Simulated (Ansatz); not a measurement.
**How far each method lies from full CI for H2B–B, singlet**

Geometry: a PBE0/def2-TZVP stationary point for this spin, not checked as a minimum. The triplet lies 0.5 eV lower here.

```xyz
4

B     0.0000    0.0000    0.7529
B     0.0000    0.0000   -1.0096
H     0.0000    1.0240    1.3765
H     0.0000   -1.0240    1.3765
```

Basis 6-31G; Ansatz 0.2.0. Only valence electrons are correlated (noble-gas cores frozen), which leaves 8 electrons in 20 orbitals. R marks a restricted (for open shells ROHF) determinant, U an unrestricted one. Active spaces: valence = (8e, 10o) chosen from the atoms' valence shells.

Full CI is exact within this basis and frozen core; it isn't the basis-set limit. The frozen core follows each run's orbitals, which can shift R against U totals by a few meV.

```
UHF ⟨S²⟩                          : 0.838
T1 diagnostic (RCCSD)             : 0.0111
largest doubles amplitude (RCCSD) : 0.111
```

```tsv
level	E − E(RHF) (eV)
RMP2	-2.2472
RCCSD	-3.2013
RCCSD(T)	-3.2621
```

**Question.** Estimate how far full CI in 6-31G lies from RCCSD(T). The table doesn't fix it; the size of (T) and the diagnostics are the guide.

**Answer.** Full CI in 6-31G lies 0.97 mEh below RCCSD(T), which is 44 % of the (T) step (-2.23 mEh). RHF is unstable towards spin polarisation, and the rest is a large part of (T).

The other levels:

```csv
level,E − E(full CI) (mEh),share of correlation (%),wall time
UHF†,98.86,–,–
UMP2†,25.91,–,–
CISD,10.77,91.08,0.45 s
UCCSD*†,-4.65,–,–
UCCSD(T)*†,-8.76,–,1.3 s
BCCD(T),0.96,99.20,0.36 s
RCCSDT,0.23,99.81,–
UCCSDT*†,-15.67,–,–
CISDTQ,0.44,99.63,2 s
RCCSDT(Q),0.09,99.92,0.81 s
UCCSDT(Q)*†,-19.08,–,7.5 s
RCCSDTQ,0.01,99.99,8.5 s
CASSCF (valence space),32.93,72.75,–
NEVPT2 (valence space),9.26,92.33,4 s
MRCISD (valence space),0.78,99.35,–
MRCISD+Q (valence space),0.15,99.88,6 s
```

An asterisk marks runs whose energy the program itself flagged as in doubt. A dagger marks rows that describe another state than the reference (another or a broken symmetry, a higher spin or other natural occupations), so the difference isn't the method's error.

The correlation energy at full CI, counted from RHF, is -3.289 eV. That run took 36 s on 1 thread of Arm Neoverse V1, shared host over 5,884,777 determinants.

Times hold each run's SCF and search for its determinant on a shared host, so for small cases they say little of a method's own cost; they ran on 1 thread of Arm Neoverse V1.

Unrestricted levels hold only the spin's projection, and here they fall towards a lower state of higher spin.

The full-CI state has the irrep A1 of C2v, in the program's axes.

Natural occupations of full CI about the gap: 1.972 1.967 1.952 1.836 0.101 0.065 0.023 0.020 0.019 0.016; effectively unpaired electrons, Σ n²(2−n)², 0.17.
